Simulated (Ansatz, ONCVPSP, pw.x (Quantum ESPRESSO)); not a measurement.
pw.x on fcc Ni: one setting changed

Potential: optimised norm-conserving Vanderbilt (ONCV), ONCVPSP 4.0.1.1 (patched build), PBE; core [Ne], reference 3s2 3p6 3d8 4s1.5 4p0.5; waves: 3s+4s: rc 1.56 bohr, ncon 4, nbas 7, qcut 10.6 1/bohr, 2 projectors; 3p+4p: rc 1.50 bohr, ncon 4, nbas 9, qcut 13 1/bohr, 2 projectors; 3d: rc 1.92 bohr, ncon 4, nbas 9, qcut 8.8 1/bohr, 1 projector; local part: polynomial inside 1.44 bohr (lpopt 5, dvloc0 -1 Ha); core correction: none.

The reference run (k-mesh 16³, cutoffs 115/460 Ry, Fermi–Dirac 0.01 Ry, mixing_beta 0.4, conv_thr 1e-9, no spin) gives 2.34 GPa at 10.905 Å³/atom, where all-electron LAPW gives -0.50 GPa. This run, with its own iteration cap, changes diagonalization to rmm-davidson.

```
&control
  calculation='scf', prefix='x', pseudo_dir='./', outdir='./tmp', tstress=.true., disk_io='none'
/
&system
  ibrav=0, nat=1, ntyp=1, ecutwfc=115, ecutrho=460, nbnd=17,
  occupations='smearing', smearing='fd', degauss=0.01
/
&electrons
  conv_thr=1e-09, mixing_beta=0.4, electron_maxstep=50, diagonalization='rmm-davidson'
/
ATOMIC_SPECIES
Ni 1.0 Ni.UPF
CELL_PARAMETERS angstrom
  0.00000000 1.76007791 1.76007791
  1.76007791 0.00000000 1.76007791
  1.76007791 1.76007791 0.00000000
ATOMIC_POSITIONS crystal
Ni 0.0000 0.0000 0.0000
K_POINTS automatic
16 16 16 0 0 0
```

```bash
pw.x < Ni.scf.in > Ni.scf.out
```

**Question.** How does the run end?

**Answer.** It converges in 7 iterations; the free energy moves by +0.0 meV/atom and the pressure by -0.02 GPa. The result is that of the reference run.

```
Message from routine setup:
     using ibrav=0 with symmetry is DISCOURAGED, use correct ibrav instead
     lattice parameter (alat)  =       4.7038  a.u.
     unit-cell volume          =      73.5906 (a.u.)^3
     number of electrons       =        18.00
     number of Kohn-Sham states=           17
     kinetic-energy cutoff     =     115.0000  Ry
     charge density cutoff     =     460.0000  Ry
     scf convergence threshold =      1.0E-09
     Exchange-correlation= PBE
     number of k points=   145  Fermi-Dirac smearing, width (Ry)=  0.0100
     iteration #  1     ecut=   115.00 Ry     beta= 0.40
     total energy              =    -321.03300222 Ry
     estimated scf accuracy    <       0.00133020 Ry
     iteration #  2     ecut=   115.00 Ry     beta= 0.40
     total energy              =    -321.03297293 Ry
     estimated scf accuracy    <       0.00038963 Ry
     iteration #  3     ecut=   115.00 Ry     beta= 0.40
     total energy              =    -321.03298623 Ry
     estimated scf accuracy    <       0.00004286 Ry
     iteration #  4     ecut=   115.00 Ry     beta= 0.40
     total energy              =    -321.03299047 Ry
     estimated scf accuracy    <       0.00000138 Ry
     iteration #  5     ecut=   115.00 Ry     beta= 0.40
     total energy              =    -321.03299064 Ry
     estimated scf accuracy    <       0.00000014 Ry
     iteration #  6     ecut=   115.00 Ry     beta= 0.40
     total energy              =    -321.03299067 Ry
     estimated scf accuracy    <          1.3E-09 Ry
     iteration #  7     ecut=   115.00 Ry     beta= 0.40
     the Fermi energy is    18.8948 ev
!    total energy              =    -321.03299067 Ry
     estimated scf accuracy    <          1.8E-10 Ry
     smearing contrib. (-TS)   =      -0.01050746 Ry
     The total energy is F=E-TS. E is the sum of the following terms:
     one-electron contribution =    -153.83155977 Ry
     hartree contribution      =      87.67345450 Ry
     xc contribution           =     -31.55316495 Ry
     ewald contribution        =    -223.31121297 Ry
     convergence has been achieved in   7 iterations
          total   stress  (Ry/bohr**3)                   (kbar)     P=       23.17
     Message from routine punch:
     Nothing written, as per user request (disk_io='none')
```

The run took about 51 s on one core of a shared host (Neoverse-V1, 32 threads, 247 GiB, load 33).
